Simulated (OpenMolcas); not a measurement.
**TPSS0/ANO-R3 (sfX2C, RICD fitting) run of S2O (Disulfur monoxide)**

Aim: the vertical electron affinity of S2O (Disulfur monoxide) at TPSS0/ANO-R3 (sfX2C, RICD fitting), from 2 runs. 

The calculation is run with OpenMolcas 26.06.

## (1) The system as given

S2O has 3 atoms, charge 0, and is taken as a singlet. SMILES: `O=S=S`. Geometry: relaxed at GFN2-xTB.

Bond lengths: O1–S2 1.448 Å, S2–S3 1.909 Å. Angles: O1–S2–S3 114.6°.

## (2) Energy and gradient at TPSS0/ANO-R3 (sfX2C, RICD fitting)

Contents of job.input:

```
>>> EXPORT MOLCAS_PRINT=2
&GATEWAY
Coord
3
bohr
O      0.81517116     2.25920538     0.91296449
S      1.05724507    -0.39771176     0.30103337
S     -1.87239734    -1.86149362    -1.21399786
Basis
ANO-R3
Group
NoSym
RICD
RX2C
&SEWARD
Expert
&SCF
KSDFT
HYB_MGGA_XC_TPSS0
PrOrbitals
0
&ALASKA
```

On the command line:

```
$ export MOLCAS_MEM=1860
$ pymolcas job.input > job.log
```

Log, shortened:

```text
--- Start Module: gateway ---
[...]
--- Stop Module: gateway /rc=_RC_ALL_IS_WELL_ ---
[...]
 ###    WARNING:  EXPERT option is ON!                                       ###
 ###############################################################################
               SEWARD will generate:
[...]
      Basis functions          175
[...]
--- Start Module: scf ---
[...]
       Convergence after  16 Iterations
[...]
::    Total KS-DFT energy                            -873.8944585756
[...]
      Total spin, S                                     0.0000000000
[...]
      Total electronic charge=   40.000000
      Total            charge=   -0.000000
[...]
      Dipole Moment (debye):
      Origin of the operator (angstrom)=   -0.0862   -0.2389   -0.0966
                   X=  6.0826E-01               Y= -1.3328E+00               Z= -1.1976E-01           Total=  1.4699E+00
      Quadrupole Moment (debye*angstrom):
[...]
--- Stop Module: scf /rc=_RC_ALL_IS_WELL_ ---
[...]
--- Start Module: alaska ---
[...]
 *              Molecular gradients               *
 **************************************************
  Irreducible representation: a
 ------------------------------------------------------------------------------------------
                              X                       Y                       Z
 ------------------------------------------------------------------------------------------
  O1               -7.08947527909254E-03    6.93208551808766E-04   -2.54235534950453E-03
  S2                2.50638495922892E-02    1.92506647850088E-03    1.01492771159055E-02
  S3               -1.79743743168856E-02   -2.61827503070933E-03   -7.60692176495503E-03
 ------------------------------------------------------------------------------------------
--- Stop Module: alaska /rc=_RC_ALL_IS_WELL_ ---
[...]
```

Wall time 82 s (1 thread of Arm Neoverse V1, shared host); peak memory 0.89 GiB.

## (3) The doublet anion

Contents of job.input:

```
&GATEWAY
COORD
3
bohr
O      0.81517116     2.25920538     0.91296449
S      1.05724507    -0.39771176     0.30103337
S     -1.87239734    -1.86149362    -1.21399786
BASIS
ANO-R3
GROUP
NoSym
RICD
RX2C
&SEWARD
EXPERT
&SCF
UHF
CHARGE
-1
SPIN
2
KSDFT
HYB_MGGA_XC_TPSS0
PRORBITALS
0
&ALASKA
```

On the command line:

```
$ export MOLCAS_MEM=1860
$ pymolcas job.input > job.log
```

Log, shortened:

```text
--- Start Module: gateway ---
[...]
--- Stop Module: gateway /rc=_RC_ALL_IS_WELL_ ---
[...]
 ###    WARNING:  EXPERT option is ON!                                       ###
 ###############################################################################
               SEWARD will generate:
[...]
      Basis functions          175
[...]
--- Start Module: scf ---
[...]
       Convergence after  17 Iterations
[...]
::    Total KS-DFT energy                            -873.9615611890
[...]
      Total spin, S                                     0.5040366903
[...]
      Total electronic charge=   41.000000
      Total            charge=   -1.000000
[...]
      Dipole Moment (debye):
      Origin of the operator (angstrom)=   -0.0862   -0.2389   -0.0966
                   X=  1.0146E+00               Y= -6.5448E-01               Z=  2.1650E-01           Total=  1.2266E+00
      Center of Charge (angstrom)
[...]
--- Stop Module: scf /rc=_RC_ALL_IS_WELL_ ---
[...]
--- Start Module: alaska ---
[...]
 *              Molecular gradients               *
 **************************************************
  Irreducible representation: a
 ------------------------------------------------------------------------------------------
                              X                       Y                       Z
 ------------------------------------------------------------------------------------------
  O1                6.21439975648890E-03   -9.19226332436409E-02   -2.20021978854010E-02
  S2               -4.97007734784454E-02    6.80260710230449E-02   -1.06177970016308E-03
  S3                4.34863737211941E-02    2.38965622202443E-02    2.30639775866734E-02
 ------------------------------------------------------------------------------------------
--- Stop Module: alaska /rc=_RC_ALL_IS_WELL_ ---
[...]
```

It took 2.2 min on 1 thread of Arm Neoverse V1, shared host; peak memory 0.89 GiB.

## (4) What came out

Level: TPSS0/ANO-R3 (sfX2C, RICD fitting).

```
                                         quantity          value
                        singlet S2O: total energy  -873.89446 Eh
                       singlet S2O: dipole moment         1.47 D
                         singlet S2O: HOMO energy       -8.20 eV
                         singlet S2O: LUMO energy       -4.03 eV
                       singlet S2O: HOMO–LUMO gap        4.17 eV
            singlet S2O: largest force on an atom     1.394 eV/Å
                      doublet anion: total energy  -873.96156 Eh
doublet anion: HOMO energy (highest over α and β)        0.37 eV
 doublet anion: LUMO energy (lowest over α and β)        3.61 eV
                              doublet anion: ⟨S²⟩          0.758
vertical electron affinity (to the doublet anion)       1.826 eV
```

In words: This program's gradients are faulty for this kind of reference, so any forces in the log (doublet anion) can't be trusted; the energy can. At fixed nuclei the extra electron is bound by 1.83 eV (176 kJ/mol). The largest force (singlet S2O) is 1.39 eV/Å: the shape isn't a stationary point for this species at this level. Mulliken charges (doublet anion) run from -0.61 on S3 to +0.15 on S2; they depend strongly on the basis. The HOMO (doublet anion) lies at positive energy, 0.37 eV; only total energies tell whether the electron is bound.
